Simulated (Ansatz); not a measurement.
Input file:

```yaml
crystal:
  periodic: [false, false, false]
  atoms:
    - {symbol: B, position_ang: [-1.495676, 0.000000, 0.000000]}
    - {symbol: H, position_ang: [-2.092409, 1.033571, 0.000000]}
    - {symbol: H, position_ang: [-2.092409, -1.033571, 0.000000]}
    - {symbol: H, position_ang: [-0.302211, 0.000000, 0.000000]}
    - {symbol: O, position_ang: [1.293324, 0.000000, 0.000000]}
basis:
  gaussian: {orbitals: cc-pVDZ}
magnetization: {spin_polarized: false, initial_magnetization: 2}
correlation: {method: ccsdt_q, electrons: outside_noble_gas}
```

```sh
$ ansatz run in.yaml --threads 1 --pin off --events-out ev --progress --plain --max-ram 2393MiB
```

Output:

```
744 factors; integrals over basis functions are off by at most 2.5e-7 eV
mean field evaluation 1: about -2748.7692 eV, gradient 1.7e1 eV
mean field evaluation 2: about -2748.7693 eV, gradient 1.7e1 eV
mean field evaluation 4: about -2752.2475 eV, gradient 5.2e0 eV
mean field evaluation 8: about -2752.5703 eV, gradient 4.1e-1 eV
mean field evaluation 16: about -2752.2470 eV, gradient 5.2e0 eV
mean field evaluation 32: about -2738.5836 eV, gradient 3.2e1 eV
mean field evaluation 64: about -2752.5715 eV, gradient 2.4e-2 eV
mean field evaluation 96: about -2752.5721 eV, gradient 6.0e-2 eV
mean field evaluation 128: about -2752.3002 eV, gradient 2.6e0 eV
mean field evaluation 160: about -2752.5638 eV, gradient 9.2e-7 eV
...
cycle  12  -6.82252019 eV  change   -7.2e-5 eV  update   6.7e-5
cycle  13  -6.82255264 eV  change   -3.2e-5 eV  update   4.1e-5
cycle  14  -6.82260285 eV  change   -5.0e-5 eV  update   2.6e-5
cycle  15  -6.82261214 eV  change   -9.3e-6 eV  update   1.6e-5
cycle  16  -6.82260995 eV  change    2.2e-6 eV  update   1.1e-5
cycle  17  -6.82260461 eV  change    5.3e-6 eV  update   7.6e-6
cycle  18  -6.82260207 eV  change    2.5e-6 eV  update   4.4e-6
cycle  19  -6.82260282 eV  change   -7.5e-7 eV  update   3.0e-6
cycle  20  -6.82260412 eV  change   -1.3e-6 eV  update   1.5e-6
cycle  21  -6.82260474 eV  change   -6.3e-7 eV  update   1.0e-6
perturbative correction -0.00405809 eV, -0.0001491322 hartree
Total energy: -2759.39882253 eV, -101.4060363401 hartree
```

For the same geometry and basis UCCSDT(Q) lies 1.4 meV lower.

Ran on 1 thread of Arm Neoverse V1, shared host: 51 s wall, 0.71 GiB peak host memory.
